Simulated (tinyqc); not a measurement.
UHF in the sto-3g basis, for H2O, spin multiplicity 1, step by step (part 1 of 2). This run ends on a higher stationary point, not on the lowest solution. Computed by tinyqc, a small Python program that keeps every step (integrals from PySCF). Settings: charge = 0, multiplicity = 1, basis = sto-3g, energy threshold = 1e-09, iteration cap = 62, orthogonalisation = canonical, start = Wolfsberg-Helmholz matrix, DIIS depth = 3, method = UHF, break = 0.7. Command: `OMP_NUM_THREADS=1 python tinyqc.py 22498 22499 out.jsonl` (the two numbers bound the seeds that draw the settings). One thread of a shared host (Intel(R) Xeon(R) Processor @ 2.60GHz), about 0.2 s of CPU time with the checks. Later iterations appear only in the table of the cycle.

## One-electron integrals

Geometry (angstrom):
```
atom,x,y,z
O,0.0000,0.0000,0.0000
H,0.0000,0.9850,0.9360
H,0.0000,-0.9500,0.9030
```

Basis sto-3g: exponents (1/bohr^2) and contraction coefficients of normalised primitives:
```
element,l (shell),exponent,coefficient
O,s (1),130.7093,0.1543
O,s (1),23.8089,0.5353
O,s (1),6.4436,0.4446
O,s (2),5.0332,-0.1000
O,s (2),1.1696,0.3995
O,s (2),0.3804,0.7001
O,p (3),5.0332,0.1559
O,p (3),1.1696,0.6077
O,p (3),0.3804,0.3920
H,s (1),3.4253,0.1543
H,s (1),0.6239,0.5353
H,s (1),0.1689,0.4446
```

Overlap, kinetic and nuclear-attraction integrals over the contracted functions; the nuclear repulsion is the sum of Za Zb / Rab.

nuclear repulsion = 6.618921 hartree

overlap S, lower triangle:
```
,1O 1s,1O 2s,1O 2px,1O 2py,1O 2pz,2H 1s,3H 1s
1O 1s,1.0000
1O 2s,0.2367,1.0000
1O 2px,0.0000,0.0000,1.0000
1O 2py,0.0000,0.0000,0.0000,1.0000
1O 2pz,0.0000,0.0000,0.0000,0.0000,1.0000
2H 1s,0.0210,0.2545,0.0000,0.1768,0.1680,1.0000
3H 1s,0.0235,0.2760,0.0000,-0.1892,0.1799,0.1325,1.0000
```

kinetic energy T (hartree), lower triangle:
```
,1O 1s,1O 2s,1O 2px,1O 2py,1O 2pz,2H 1s,3H 1s
1O 1s,29.0032
1O 2s,-0.1680,0.8081
1O 2px,0.0000,0.0000,2.5287
1O 2py,0.0000,0.0000,0.0000,2.5287
1O 2pz,0.0000,0.0000,0.0000,0.0000,2.5287
2H 1s,-0.0068,0.0095,0.0000,0.0518,0.0492,0.7600
3H 1s,-0.0075,0.0174,0.0000,-0.0634,0.0602,-0.0092,0.7600
```

nuclear attraction V (hartree), lower triangle:
```
,1O 1s,1O 2s,1O 2px,1O 2py,1O 2pz,2H 1s,3H 1s
1O 1s,-61.4116
1O 2s,-7.3708,-9.8444
1O 2px,0.0000,0.0000,-9.7356
1O 2py,0.0004,0.0050,0.0000,-9.7923
1O 2pz,-0.0110,-0.1379,0.0000,0.0027,-9.7868
2H 1s,-0.6697,-1.8073,0.0000,-1.0805,-1.0565,-4.5926
3H 1s,-0.7469,-1.9830,0.0000,1.1762,-1.1487,-0.6651,-4.7010
```

core Hamiltonian H = T + V (hartree), lower triangle:
```
,1O 1s,1O 2s,1O 2px,1O 2py,1O 2pz,2H 1s,3H 1s
1O 1s,-32.4084
1O 2s,-7.5388,-9.0362
1O 2px,0.0000,0.0000,-7.2069
1O 2py,0.0004,0.0050,0.0000,-7.2636
1O 2pz,-0.0110,-0.1379,0.0000,0.0027,-7.2581
2H 1s,-0.6765,-1.7978,0.0000,-1.0287,-1.0073,-3.8326
3H 1s,-0.7544,-1.9656,0.0000,1.1129,-1.0885,-0.6743,-3.9409
```

## Two-electron integrals

Functions are numbered as in S; the eight-fold symmetry (ij|kl) = (ji|kl) = (kl|ij) leaves the list below.

Two-electron integrals (ij|kl) in chemists' order, unique and non-zero (hartree):
```
i,j,k,l,(ij|kl)
1,1,1,1,4.7851
2,1,1,1,0.7414
2,1,2,1,0.1369
2,2,1,1,1.1189
2,2,2,1,0.2566
2,2,2,2,0.8172
3,1,3,1,0.0245
3,2,3,1,0.0378
3,2,3,2,0.1805
3,3,1,1,1.1158
3,3,2,1,0.2567
3,3,2,2,0.8170
3,3,3,3,0.8802
4,1,4,1,0.0245
4,2,4,1,0.0378
4,2,4,2,0.1805
4,3,4,3,0.0474
4,4,1,1,1.1158
4,4,2,1,0.2567
4,4,2,2,0.8170
4,4,3,3,0.7853
4,4,4,4,0.8802
5,1,5,1,0.0245
5,2,5,1,0.0378
5,2,5,2,0.1805
5,3,5,3,0.0474
5,4,5,4,0.0474
5,5,1,1,1.1158
5,5,2,1,0.2567
5,5,2,2,0.8170
5,5,3,3,0.7853
5,5,4,4,0.7853
5,5,5,5,0.8802
6,1,1,1,0.0666
6,1,2,1,0.0122
6,1,2,2,0.0228
6,1,3,3,0.0228
6,1,4,1,3.82e-04
6,1,4,2,0.0007
6,1,4,4,0.0228
6,1,5,1,3.63e-04
6,1,5,2,0.0007
6,1,5,4,6.21e-05
6,1,5,5,0.0228
6,1,6,1,0.0011
6,2,1,1,0.1925
6,2,2,1,0.0448
6,2,2,2,0.1621
6,2,3,3,0.1592
6,2,4,1,0.0024
6,2,4,2,0.0199
6,2,4,4,0.1637
6,2,5,1,0.0023
6,2,5,2,0.0189
6,2,5,4,0.0043
6,2,5,5,0.1633
6,2,6,1,0.0041
6,2,6,2,0.0430
6,3,3,1,0.0043
6,3,3,2,0.0264
6,3,4,3,0.0039
6,3,5,3,0.0037
6,3,6,3,0.0056
6,4,1,1,0.1104
6,4,2,1,0.0260
6,4,2,2,0.1005
6,4,3,3,0.0962
6,4,4,1,0.0055
6,4,4,2,0.0378
6,4,4,4,0.1067
6,4,5,1,0.0011
6,4,5,2,0.0108
6,4,5,4,0.0062
6,4,5,5,0.0986
6,4,6,1,0.0024
6,4,6,2,0.0325
6,4,6,4,0.0299
6,5,1,1,0.1049
6,5,2,1,0.0247
6,5,2,2,0.0955
6,5,3,3,0.0914
6,5,4,1,0.0011
6,5,4,2,0.0108
6,5,4,4,0.0939
6,5,5,1,0.0054
6,5,5,2,0.0367
6,5,5,4,0.0063
6,5,5,5,0.1011
6,5,6,1,0.0023
6,5,6,2,0.0309
6,5,6,4,0.0231
6,5,6,5,0.0275
6,6,1,1,0.3865
6,6,2,1,0.0914
6,6,2,2,0.3811
6,6,3,3,0.3681
6,6,4,1,0.0053
6,6,4,2,0.0624
6,6,4,4,0.3884
6,6,5,1,0.0050
6,6,5,2,0.0593
6,6,5,4,0.0193
6,6,5,5,0.3864
6,6,6,1,0.0083
6,6,6,2,0.1386
6,6,6,4,0.1201
6,6,6,5,0.1141
6,6,6,6,0.7746
7,1,1,1,0.0743
7,1,2,1,0.0136
7,1,2,2,0.0254
7,1,3,3,0.0254
7,1,4,1,-4.31e-04
7,1,4,2,-0.0008
7,1,4,4,0.0255
7,1,5,1,4.10e-04
7,1,5,2,0.0008
7,1,5,4,-7.16e-05
7,1,5,5,0.0254
7,1,6,1,0.0012
7,1,6,2,0.0044
7,1,6,4,0.0025
7,1,6,5,0.0025
7,1,6,6,0.0090
7,1,7,1,0.0014
7,2,1,1,0.2112
7,2,2,1,0.0492
7,2,2,2,0.1774
7,2,3,3,0.1742
7,2,4,1,-0.0026
7,2,4,2,-0.0217
7,2,4,4,0.1791
7,2,5,1,0.0025
7,2,5,2,0.0206
7,2,5,4,-0.0047
7,2,5,5,0.1786
7,2,6,1,0.0044
7,2,6,2,0.0373
7,2,6,4,0.0197
7,2,6,5,0.0260
7,2,6,6,0.0961
7,2,7,1,0.0050
7,2,7,2,0.0510
7,3,3,1,0.0048
7,3,3,2,0.0291
7,3,4,3,-0.0043
7,3,5,3,0.0041
7,3,6,3,0.0047
7,3,7,3,0.0067
7,4,1,1,-0.1200
7,4,2,1,-0.0283
7,4,2,2,-0.1089
7,4,3,3,-0.1042
7,4,4,1,0.0061
7,4,4,2,0.0414
7,4,4,4,-0.1157
7,4,5,1,-0.0012
7,4,5,2,-0.0117
7,4,5,4,0.0068
7,4,5,5,-0.1068
7,4,6,1,-0.0024
7,4,6,2,-0.0195
7,4,6,4,-0.0060
7,4,6,5,-0.0134
7,4,6,6,-0.0474
7,4,7,1,-0.0030
7,4,7,2,-0.0381
7,4,7,4,0.0349
7,5,1,1,0.1140
7,5,2,1,0.0269
7,5,2,2,0.1035
7,5,3,3,0.0991
7,5,4,1,-0.0012
7,5,4,2,-0.0117
7,5,4,4,0.1017
7,5,5,1,0.0059
7,5,5,2,0.0402
7,5,5,4,-0.0069
7,5,5,5,0.1097
7,5,6,1,0.0025
7,5,6,2,0.0258
7,5,6,4,0.0134
7,5,6,5,0.0224
7,5,6,6,0.0722
7,5,7,1,0.0028
7,5,7,2,0.0362
7,5,7,4,-0.0268
7,5,7,5,0.0322
7,6,1,1,0.0645
7,6,2,1,0.0152
7,6,2,2,0.0608
7,6,3,3,0.0593
7,6,4,1,6.96e-06
7,6,4,2,9.73e-05
7,6,4,4,0.0602
7,6,5,1,0.0011
7,6,5,2,0.0115
7,6,5,4,2.23e-05
7,6,5,5,0.0630
7,6,6,1,0.0014
7,6,6,2,0.0170
7,6,6,4,0.0113
7,6,6,5,0.0138
7,6,6,6,0.0631
7,6,7,1,0.0015
7,6,7,2,0.0184
7,6,7,4,-0.0120
7,6,7,5,0.0147
7,6,7,6,0.0091
7,7,1,1,0.4000
7,7,2,1,0.0946
7,7,2,2,0.3934
7,7,3,3,0.3795
7,7,4,1,-0.0056
7,7,4,2,-0.0657
7,7,4,4,0.4012
7,7,5,1,0.0053
7,7,5,2,0.0624
7,7,5,4,-0.0206
7,7,5,5,0.3991
7,7,6,1,0.0084
7,7,6,2,0.0907
7,7,6,4,0.0451
7,7,6,5,0.0688
7,7,6,6,0.2723
7,7,7,1,0.0096
7,7,7,2,0.1537
7,7,7,4,-0.1316
7,7,7,5,0.1251
7,7,7,6,0.0631
7,7,7,7,0.7746
```

## Orthogonalisation

S = U s U^T; canonical form X = U s^(-1/2), so that X^T S X = 1. Each column of U has its largest component positive (the first on a tie).

eigenvalues of S: 0.5658  0.6681  0.8823  1.0000  1.1178  1.2006  1.5655

X:
```
,1,2,3,4,5,6,7
1O 1s,-0.4313,-0.0708,0.6726,0.0000,0.6071,0.0196,0.2259
1O 2s,0.8926,0.1038,-0.2903,0.0000,0.3388,0.0180,0.4653
1O 2px,0.0000,0.0000,0.0000,1.0000,0.0000,0.0000,0.0000
1O 2py,-0.0976,0.7448,0.0090,0.0000,-0.0068,0.7206,-0.0179
1O 2pz,0.4306,0.0396,0.6965,0.0000,-0.5781,0.0011,0.2431
2H 1s,-0.4364,-0.7380,-0.2470,0.0000,-0.2048,0.4094,0.3803
3H 1s,-0.6319,0.6165,-0.2252,0.0000,-0.1872,-0.3812,0.4089
```

## Starting guess

The start is the generalised Wolfsberg-Helmholz matrix (K = 1.75) built on H, with HOMO and LUMO mixed by +/-0.7 rad for the two spins; D(s) = C_occ C_occ^T for each spin.

D(alpha) at the start, lower triangle:
```
,1O 1s,1O 2s,1O 2px,1O 2py,1O 2pz,2H 1s,3H 1s
1O 1s,1.0433
1O 2s,-0.1848,0.8051
1O 2px,0.0051,-0.0219,0.5850
1O 2py,-0.0050,0.0202,-0.2138,0.9696
1O 2pz,0.0340,-0.1259,-0.0127,0.0104,0.9395
2H 1s,-0.0470,0.1352,0.4215,-0.0417,0.0503,0.3532
3H 1s,-0.0595,0.1811,-0.3427,0.0102,0.0740,-0.2212,0.2614
```

D(beta) at the start, lower triangle:
```
,1O 1s,1O 2s,1O 2px,1O 2py,1O 2pz,2H 1s,3H 1s
1O 1s,1.0433
1O 2s,-0.1848,0.8051
1O 2px,-0.0051,0.0219,0.5850
1O 2py,-0.0050,0.0202,0.2138,0.9696
1O 2pz,0.0340,-0.1259,0.0127,0.0104,0.9395
2H 1s,-0.0470,0.1352,-0.4215,-0.0417,0.0503,0.3532
3H 1s,-0.0595,0.1811,0.3427,0.0102,0.0740,-0.2212,0.2614
```

## Iteration 1: building the Fock matrix

J_ij = sum D_kl (ij|kl) with D = D(alpha) + D(beta), K_ij = sum D_kl (ik|jl) for each spin; F = H + J - K(s); E = tr D H + tr D J / 2 - 0.5 sum_s tr D(s) K(s) + E_nn.

Coulomb J (hartree), lower triangle:
```
,1O 1s,1O 2s,1O 2px,1O 2py,1O 2pz,2H 1s,3H 1s
1O 1s,17.4879
1O 2s,3.3018,8.1920
1O 2px,0.0000,0.0000,8.1176
1O 2py,0.0019,0.0126,0.0000,8.2205
1O 2pz,-0.0049,0.0204,0.0000,0.0022,8.2148
2H 1s,0.2948,1.6189,0.0000,1.0081,0.9635,4.0360
3H 1s,0.3287,1.7629,0.0000,-1.0792,1.0365,0.6162,4.0691
```

exchange K(alpha) (hartree), lower triangle:
```
,1O 1s,1O 2s,1O 2px,1O 2py,1O 2pz,2H 1s,3H 1s
1O 1s,4.8830
1O 2s,0.8430,1.2690
1O 2px,0.0004,-0.0118,0.7813
1O 2py,-0.0003,0.0066,-0.0986,1.1193
1O 2pz,0.0026,-0.0463,-0.0059,0.0023,1.1148
2H 1s,0.0766,0.3080,0.1090,0.1712,0.1644,0.3810
3H 1s,0.0852,0.3386,-0.0878,-0.1850,0.1781,0.0642,0.3531
```

exchange K(beta) (hartree), lower triangle:
```
,1O 1s,1O 2s,1O 2px,1O 2py,1O 2pz,2H 1s,3H 1s
1O 1s,4.8830
1O 2s,0.8430,1.2690
1O 2px,-0.0004,0.0118,0.7813
1O 2py,-0.0003,0.0066,0.0986,1.1193
1O 2pz,0.0026,-0.0463,0.0059,0.0023,1.1148
2H 1s,0.0766,0.3080,-0.1090,0.1712,0.1644,0.3810
3H 1s,0.0852,0.3386,0.0878,-0.1850,0.1781,0.0642,0.3531
```

F(alpha) (hartree), lower triangle:
```
,1O 1s,1O 2s,1O 2px,1O 2py,1O 2pz,2H 1s,3H 1s
1O 1s,-19.8036
1O 2s,-5.0800,-2.1132
1O 2px,-0.0004,0.0118,0.1295
1O 2py,0.0027,0.0111,0.0986,-0.1624
1O 2pz,-0.0184,-0.0713,0.0059,0.0026,-0.1581
2H 1s,-0.4582,-0.4869,-0.1090,-0.1918,-0.2082,-0.1776
3H 1s,-0.5110,-0.5413,0.0878,0.2187,-0.2300,-0.1223,-0.2249
```

F(beta) (hartree), lower triangle:
```
,1O 1s,1O 2s,1O 2px,1O 2py,1O 2pz,2H 1s,3H 1s
1O 1s,-19.8036
1O 2s,-5.0800,-2.1132
1O 2px,0.0004,-0.0118,0.1295
1O 2py,0.0027,0.0111,-0.0986,-0.1624
1O 2pz,-0.0184,-0.0713,-0.0059,0.0026,-0.1581
2H 1s,-0.4582,-0.4869,0.1090,-0.1918,-0.2082,-0.1776
3H 1s,-0.5110,-0.5413,-0.0878,0.2187,-0.2300,-0.1223,-0.2249
```

total energy of this density = -74.228624 hartree

## Iteration 1: diagonalisation and new density

Diagonalise F' = X^T F X, C = X C', fill 5 alpha and 5 beta electrons from the bottom; D(s) = C_occ C_occ^T. Each column has its largest component positive (the first on a tie).

F' = X^T F X (alpha) (hartree), lower triangle:
```
,1,2,3,4,5,6,7
1,-0.9746
2,-0.2540,0.2070
3,2.9583,0.5664,-6.9433
4,-0.0043,0.2095,0.0084,0.1295
5,3.0268,0.6095,-7.8465,0.0056,-9.4013
6,0.0920,0.0545,-0.2762,-0.0069,-0.3226,-0.3529
7,1.2991,0.2723,-4.0417,-0.0005,-4.9014,-0.1567,-3.3017
```

orbital energies (alpha) (hartree): MO1 -19.8126, MO2 -0.9311, MO3 -0.3456, MO4 -0.2543, MO5 -0.0248, MO6 0.3191, MO7 0.4122

coefficients C (alpha):
```
,MO1,MO2,MO3,MO4,MO5,MO6,MO7
1O 1s,0.9943,-0.2361,-0.0185,0.0934,0.0030,0.0997,0.0027
1O 2s,0.0238,0.8815,0.0815,-0.4226,-0.0173,-0.5098,-0.0178
1O 2px,0.0000,-0.0093,0.0439,0.0221,0.8008,-0.0753,0.5921
1O 2py,-0.0003,-0.0166,0.6602,0.0614,-0.4983,0.0409,0.6277
1O 2pz,0.0022,0.1028,-0.0605,0.7717,-0.0621,-0.6717,-0.0241
2H 1s,-0.0033,0.1598,0.4202,0.3357,0.4183,0.6174,-0.5285
3H 1s,-0.0037,0.2024,-0.4639,0.2570,-0.3216,0.6718,0.5483
```

F' = X^T F X (beta) (hartree), lower triangle:
```
,1,2,3,4,5,6,7
1,-0.9746
2,-0.2540,0.2070
3,2.9583,0.5664,-6.9433
4,0.0043,-0.2095,-0.0084,0.1295
5,3.0268,0.6095,-7.8465,-0.0056,-9.4013
6,0.0920,0.0545,-0.2762,0.0069,-0.3226,-0.3529
7,1.2991,0.2723,-4.0417,0.0005,-4.9014,-0.1567,-3.3017
```

orbital energies (beta) (hartree): MO1 -19.8126, MO2 -0.9311, MO3 -0.3456, MO4 -0.2543, MO5 -0.0248, MO6 0.3191, MO7 0.4122

coefficients C (beta):
```
,MO1,MO2,MO3,MO4,MO5,MO6,MO7
1O 1s,0.9943,-0.2361,-0.0185,0.0934,-0.0030,0.0997,0.0027
1O 2s,0.0238,0.8815,0.0815,-0.4226,0.0173,-0.5098,-0.0178
1O 2px,0.0000,0.0093,-0.0439,-0.0221,0.8008,0.0753,-0.5921
1O 2py,-0.0003,-0.0166,0.6602,0.0614,0.4983,0.0409,0.6277
1O 2pz,0.0022,0.1028,-0.0605,0.7717,0.0621,-0.6717,-0.0241
2H 1s,-0.0033,0.1598,0.4202,0.3357,-0.4183,0.6174,-0.5285
3H 1s,-0.0037,0.2024,-0.4639,0.2570,0.3216,0.6718,0.5483
```

D(alpha) after iteration 1, lower triangle:
```
,1O 1s,1O 2s,1O 2px,1O 2py,1O 2pz,2H 1s,3H 1s
1O 1s,1.0534
1O 2s,-0.2255,0.9632
1O 2px,0.0059,-0.0278,0.6438
1O 2py,-0.0044,0.0219,-0.3686,0.6882
1O 2pz,0.0509,-0.2393,-0.0363,0.0367,0.6136
2H 1s,-0.0161,0.0258,0.3594,0.0869,0.2241,0.4898
3H 1s,-0.0198,0.0375,-0.2741,-0.1336,0.2671,-0.2108,0.4257
```

D(beta) after iteration 1, lower triangle:
```
,1O 1s,1O 2s,1O 2px,1O 2py,1O 2pz,2H 1s,3H 1s
1O 1s,1.0534
1O 2s,-0.2255,0.9632
1O 2px,-0.0059,0.0278,0.6438
1O 2py,-0.0044,0.0219,0.3686,0.6882
1O 2pz,0.0509,-0.2393,0.0363,0.0367,0.6136
2H 1s,-0.0161,0.0258,-0.3594,0.0869,0.2241,0.4898
3H 1s,-0.0198,0.0375,0.2741,-0.1336,0.2671,-0.2108,0.4257
```

## Iteration 2: building the Fock matrix

As before.

Coulomb J (hartree), lower triangle:
```
,1O 1s,1O 2s,1O 2px,1O 2py,1O 2pz,2H 1s,3H 1s
1O 1s,16.9343
1O 2s,3.1741,7.8656
1O 2px,0.0000,0.0000,7.8208
1O 2py,0.0015,0.0072,0.0000,7.8827
1O 2pz,-0.0099,0.0272,0.0000,0.0049,7.8697
2H 1s,0.2834,1.5778,0.0000,0.9895,0.9509,4.1126
3H 1s,0.3159,1.7200,0.0000,-1.0630,1.0243,0.6156,4.1638
```

exchange K(alpha) (hartree), lower triangle:
```
,1O 1s,1O 2s,1O 2px,1O 2py,1O 2pz,2H 1s,3H 1s
1O 1s,4.8835
1O 2s,0.8199,1.2409
1O 2px,0.0000,-0.0150,0.8235
1O 2py,-0.0002,0.0055,-0.2412,0.9405
1O 2pz,0.0015,-0.0907,-0.0243,0.0175,0.9149
2H 1s,0.0773,0.2969,0.0714,0.2010,0.2094,0.5115
3H 1s,0.0862,0.3229,-0.0521,-0.2185,0.2252,0.0749,0.5018
```

exchange K(beta) (hartree), lower triangle:
```
,1O 1s,1O 2s,1O 2px,1O 2py,1O 2pz,2H 1s,3H 1s
1O 1s,4.8835
1O 2s,0.8199,1.2409
1O 2px,0.0000,0.0150,0.8235
1O 2py,-0.0002,0.0055,0.2412,0.9405
1O 2pz,0.0015,-0.0907,0.0243,0.0175,0.9149
2H 1s,0.0773,0.2969,-0.0714,0.2010,0.2094,0.5115
3H 1s,0.0862,0.3229,0.0521,-0.2185,0.2252,0.0749,0.5018
```

F(alpha) (hartree), lower triangle:
```
,1O 1s,1O 2s,1O 2px,1O 2py,1O 2pz,2H 1s,3H 1s
1O 1s,-20.3576
1O 2s,-5.1847,-2.4116
1O 2px,0.0000,0.0150,-0.2096
1O 2py,0.0021,0.0067,0.2412,-0.3213
1O 2pz,-0.0224,-0.0200,0.0243,-0.0099,-0.3033
2H 1s,-0.4704,-0.5169,-0.0714,-0.2402,-0.2658,-0.2314
3H 1s,-0.5247,-0.5685,0.0521,0.2684,-0.2893,-0.1336,-0.2789
```

F(beta) (hartree), lower triangle:
```
,1O 1s,1O 2s,1O 2px,1O 2py,1O 2pz,2H 1s,3H 1s
1O 1s,-20.3576
1O 2s,-5.1847,-2.4116
1O 2px,0.0000,-0.0150,-0.2096
1O 2py,0.0021,0.0067,-0.2412,-0.3213
1O 2pz,-0.0224,-0.0200,-0.0243,-0.0099,-0.3033
2H 1s,-0.4704,-0.5169,0.0714,-0.2402,-0.2658,-0.2314
3H 1s,-0.5247,-0.5685,-0.0521,0.2684,-0.2893,-0.1336,-0.2789
```

total energy of this density = -74.640778 hartree

## Iteration 2: DIIS over 2 matrices

error matrix X^T (FDS - SDF) X (alpha):
```
,1,2,3,4,5,6,7
1,0.0000,-0.0067,0.0610,0.0065,-0.0127,-0.0026,-0.0418
2,0.0067,0.0000,0.0069,-0.1267,-0.0032,0.0303,-0.0017
3,-0.0610,-0.0069,0.0000,-0.0115,-0.0057,0.0028,-0.0093
4,-0.0065,0.1267,0.0115,0.0000,-0.0011,0.0275,-0.0046
5,0.0127,0.0032,0.0057,0.0011,0.0000,0.0002,-0.0018
6,0.0026,-0.0303,-0.0028,-0.0275,-0.0002,0.0000,0.0017
7,0.0418,0.0017,0.0093,0.0046,0.0018,-0.0017,0.0000
```

B (overlaps of the stored error matrices):
```
,1,2
1,5.0085882e-01,9.1108763e-02
2,9.1108763e-02,9.5172451e-02
```

Minimise |sum c_i e_i|^2 with sum c_i = 1: solve [B -1; -1 0][c; lambda] = [0; -1] with B_ij = tr e_i^T e_j summed over both spins, and take F = sum c_i F_i.

DIIS coefficients: 0.0098  0.9902

extrapolated F(alpha) (hartree), lower triangle:
```
,1O 1s,1O 2s,1O 2px,1O 2py,1O 2pz,2H 1s,3H 1s
1O 1s,-20.3521
1O 2s,-5.1836,-2.4086
1O 2px,0.0000,0.0150,-0.2063
1O 2py,0.0021,0.0067,0.2398,-0.3198
1O 2pz,-0.0224,-0.0205,0.0241,-0.0098,-0.3019
2H 1s,-0.4703,-0.5166,-0.0718,-0.2397,-0.2652,-0.2309
3H 1s,-0.5245,-0.5682,0.0524,0.2679,-0.2887,-0.1334,-0.2784
```

extrapolated F(beta) (hartree), lower triangle:
```
,1O 1s,1O 2s,1O 2px,1O 2py,1O 2pz,2H 1s,3H 1s
1O 1s,-20.3521
1O 2s,-5.1836,-2.4086
1O 2px,0.0000,-0.0150,-0.2063
1O 2py,0.0021,0.0067,-0.2398,-0.3198
1O 2pz,-0.0224,-0.0205,-0.0241,-0.0098,-0.3019
2H 1s,-0.4703,-0.5166,0.0718,-0.2397,-0.2652,-0.2309
3H 1s,-0.5245,-0.5682,-0.0524,0.2679,-0.2887,-0.1334,-0.2784
```

## Iteration 2: diagonalisation and new density

As before.

F' = X^T F X (alpha) (hartree), lower triangle:
```
,1,2,3,4,5,6,7
1,-1.1588
2,-0.2811,0.1744
3,3.1503,0.5881,-7.2388
4,-0.0015,0.2664,0.0205,-0.2063
5,3.0412,0.6226,-7.9660,-0.0056,-9.7628
6,0.0886,0.0108,-0.2873,0.1237,-0.3268,-0.5038
7,1.2606,0.2700,-4.1293,0.0027,-5.0154,-0.1643,-3.4806
```

orbital energies (alpha) (hartree): MO1 -20.3599, MO2 -1.1800, MO3 -0.5563, MO4 -0.4676, MO5 -0.2720, MO6 0.3016, MO7 0.3575

coefficients C (alpha):
```
,MO1,MO2,MO3,MO4,MO5,MO6,MO7
1O 1s,0.9948,-0.2495,-0.0052,0.0649,0.0029,0.0843,0.0138
1O 2s,0.0218,0.9540,0.0273,-0.3216,-0.0180,-0.4498,-0.0780
1O 2px,0.0000,-0.0134,-0.4361,-0.0546,0.7835,-0.1205,0.4222
1O 2py,-0.0002,-0.0054,0.7562,0.0080,0.0269,-0.0732,0.7112
1O 2pz,0.0021,0.0342,0.0264,0.7637,0.0259,-0.6828,-0.1160
2H 1s,-0.0029,0.0986,0.2219,0.2896,0.5199,0.7017,-0.4948
3H 1s,-0.0032,0.1206,-0.2635,0.3726,-0.4002,0.5701,0.6853
```

F' = X^T F X (beta) (hartree), lower triangle:
```
,1,2,3,4,5,6,7
1,-1.1588
2,-0.2811,0.1744
3,3.1503,0.5881,-7.2388
4,0.0015,-0.2664,-0.0205,-0.2063
5,3.0412,0.6226,-7.9660,0.0056,-9.7628
6,0.0886,0.0108,-0.2873,-0.1237,-0.3268,-0.5038
7,1.2606,0.2700,-4.1293,-0.0027,-5.0154,-0.1643,-3.4806
```

orbital energies (beta) (hartree): MO1 -20.3599, MO2 -1.1800, MO3 -0.5563, MO4 -0.4676, MO5 -0.2720, MO6 0.3016, MO7 0.3575

coefficients C (beta):
```
,MO1,MO2,MO3,MO4,MO5,MO6,MO7
1O 1s,0.9948,-0.2495,-0.0052,0.0649,-0.0029,0.0843,0.0138
1O 2s,0.0218,0.9540,0.0273,-0.3216,0.0180,-0.4498,-0.0780
1O 2px,0.0000,0.0134,0.4361,0.0546,0.7835,0.1205,-0.4222
1O 2py,-0.0002,-0.0054,0.7562,0.0080,-0.0269,-0.0732,0.7112
1O 2pz,0.0021,0.0342,0.0264,0.7637,-0.0259,-0.6828,-0.1160
2H 1s,-0.0029,0.0986,0.2219,0.2896,-0.5199,0.7017,-0.4948
3H 1s,-0.0032,0.1206,-0.2635,0.3726,0.4002,0.5701,0.6853
```

D(alpha) after iteration 2, lower triangle:
```
,1O 1s,1O 2s,1O 2px,1O 2py,1O 2pz,2H 1s,3H 1s
1O 1s,1.0560
1O 2s,-0.2373,1.0150
1O 2px,0.0043,-0.0213,0.8073
1O 2py,-0.0022,0.0124,-0.3091,0.5727
1O 2pz,0.0430,-0.2126,-0.0333,0.0266,0.5857
2H 1s,-0.0084,-0.0024,0.2934,0.1836,0.2439,0.4131
3H 1s,-0.0089,-0.0049,-0.2206,-0.2077,0.2713,-0.1467,0.3830
```

D(beta) after iteration 2, lower triangle:
```
,1O 1s,1O 2s,1O 2px,1O 2py,1O 2pz,2H 1s,3H 1s
1O 1s,1.0560
1O 2s,-0.2373,1.0150
1O 2px,-0.0043,0.0213,0.8073
1O 2py,-0.0022,0.0124,0.3091,0.5727
1O 2pz,0.0430,-0.2126,0.0333,0.0266,0.5857
2H 1s,-0.0084,-0.0024,-0.2934,0.1836,0.2439,0.4131
3H 1s,-0.0089,-0.0049,0.2206,-0.2077,0.2713,-0.1467,0.3830
```
